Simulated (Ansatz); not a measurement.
## Where CCSD(T) holds and where it slips

Each species is computed at the geometry given (Å), with frozen cores, in Ansatz 0.2.0: RHF-CCSD(T) for singlets, UHF-CCSD(T) otherwise, and full CI in the same basis. The program picks the determinant by trial CCSD, so it needn't be the lowest Hartree–Fock solution. States: HCP singlet Σ⁺ or Δ, HSiBe quartet A'', CH4 singlet A1. Cases whose determinant has another symmetry than full CI's state, or whose (Q) step broke down, weren't drawn.

**Question.** Judging by size, spin and bonding and the diagnostics given, rank them by the size of CCSD(T)'s error in total energy against full CI in the same basis, smallest first (an estimate).
A. HSiBe, quartet, 6-31G: Si -0.391 0.000 0.306; Be 1.139 0.000 -1.102; H 0.705 0.000 1.315. T1 0.024, (T) -38 meV in a correlation energy of -1.66 eV
B. HCP, singlet, 6-31G: C 0.000 0.000 0.018; P 0.000 0.000 -1.512; H 0.000 0.000 1.494. T1 0.017, (T) -207 meV in a correlation energy of -5.37 eV
C. CH4, singlet, 6-31G: C 0.000 0.000 0.000; H 0.561 0.563 0.562; H -0.564 -0.560 0.562; H -0.560 0.561 -0.565; H 0.563 -0.564 -0.559. T1 0.003, (T) -33 meV in a correlation energy of -2.95 eV

**Answer.** C (6.6 meV), A (18.9 meV), B (42.8 meV).

```csv
species,basis,correlated electrons,CCSD(T) − full CI (meV),CCSDT(Q) − full CI (meV),unpaired electrons (full CI),T1,⟨S²⟩ of the determinant
"CH4, singlet",6-31G,8,6.6,0.1,0.01,0.003,0.00
"HSiBe, quartet",6-31G,7,18.9,0.0,3.03,0.024,3.76
"HCP, singlet",6-31G,10,42.8,-0.7,0.20,0.017,0.00
```

Unpaired electrons are Σ n²(2−n)² over natural occupations; an open shell counts its own unpaired electrons too. Frozen cores follow each run's orbitals, which moves totals by a few meV.
